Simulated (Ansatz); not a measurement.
## Si–BH$_{2}$, quartet along the distance Si1-B2

Starting geometry (PBE0/def2-TZVP stationary point for this spin, not checked as a minimum):

```xyz
4

Si    0.0000    0.0000    0.6500
B     0.0000    0.0000   -1.3428
H     0.0000   -1.0760   -1.8539
H     0.0000    1.0760   -1.8539
```

From there B2, H3, H4 move together along the line of the two atoms named below, all else staying in place; atoms are numbered as listed. Energies are in eV, counted from the starting geometry at the same level.

Basis 6-31G; Ansatz 0.2.0. Correlated methods freeze the noble-gas cores. Prefix R: restricted or restricted open-shell reference; prefix U: unrestricted. Active spaces: valence = (9e, 10o) chosen from the atoms' valence shells.

Runs in a small pair space aren't shown, since their orbitals change along the scan.

Full CI is exact within this basis and frozen core; it isn't the basis-set limit. The frozen core follows each run's orbitals, which can shift R against U totals by a few meV.

```csv
distance Si1-B2 (Å),full CI,unpaired electrons (full CI),error RMP2,error BCCD(T),error RCCSDT,error UCCSDT,error RCCSDT(Q),error NEVPT2 (valence space)
1.573,2.669,3.02,-0.063,-0.005,0.001,0.001,0.000,-0.001
1.755,0.752,3.03,-0.039,-0.004,0.000,0.000,0.000,-0.001
1.993,0.000,3.03,0.000,0.000,0.000,0.000,0.000,0.000
2.197,0.065,3.03,0.029,0.005,0.000,0.000,0.000,0.002
2.465,0.495,3.04,0.058,0.015,-0.001,-0.001,0.000,0.007
2.815,1.115,3.05,0.123,0.019,-0.001,0.000,-0.001,0.014
3.153,1.542,3.04,0.029,0.006,0.000,0.000,-0.001,0.019
3.630,1.841,3.03,-0.056,-0.009,-0.001,-0.001,0.000,0.019
4.336,1.992,3.03,-0.081,-0.014,-0.002,-0.002,-0.001,0.005
5.335,2.052,3.03,-0.085,-0.015,-0.002,-0.002,-0.001,0.000
6.728,2.067,3.03,-0.086,-0.015,-0.002,-0.002,-0.001,-0.001
```

Unpaired electrons are Σ n²(2−n)² over natural occupations. Errors are those of relative energies. In total energy the starting point itself misses full CI by: RMP2 0.746, BCCD(T) 0.024, RCCSDT 0.003, UCCSDT 0.002, RCCSDT(Q) 0.001, NEVPT2 (valence space) 0.274 eV.

Spread of the error over the points with a reference, to 6.728 Å (largest less smallest): RCCSDT(Q) 0.001, RCCSDT 0.003, UCCSDT 0.003, NEVPT2 (valence space) 0.020, BCCD(T) 0.034, RMP2 0.209 eV.

Going outwards, the relative energy of RMP2 first misses by more than 0.043 eV (1 kcal/mol) at 2.465 Å.
